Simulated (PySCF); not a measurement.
# CO₂: PBE0 against B3LYP

Base calculation in PySCF with density fitting and no spin–orbit coupling, PBE0/def2-TZVP (no relativity): singlet, D∞h, C–O 1.157 Å (×2); wavenumbers 688 (×2), 1395, 2456 cm⁻¹; gap between the highest occupied and lowest empty levels 11.50 eV, polar-tensor charge of C 1.17 e, atomisation energy (no zero-point energy) 1638 kJ/mol.

**Question.** What changes on going to B3LYP/def2-TZVP (no relativity)?

**Answer.** The point group stays the same. Changes: mean bond to C +0.003 Å, highest wavenumber -44 cm⁻¹, lowest wavenumber -11 cm⁻¹, gap between the highest occupied and lowest empty levels -0.72 eV, polar-tensor charge of C -0.01 e, atomisation energy (no zero-point energy) -16 kJ/mol. The new structure has C–O 1.160 Å (×2), with wavenumbers 677 (×2), 1373, 2412 cm⁻¹.

Each species is the lowest minimum found with this bonding; other isomers or fragments can lie lower.
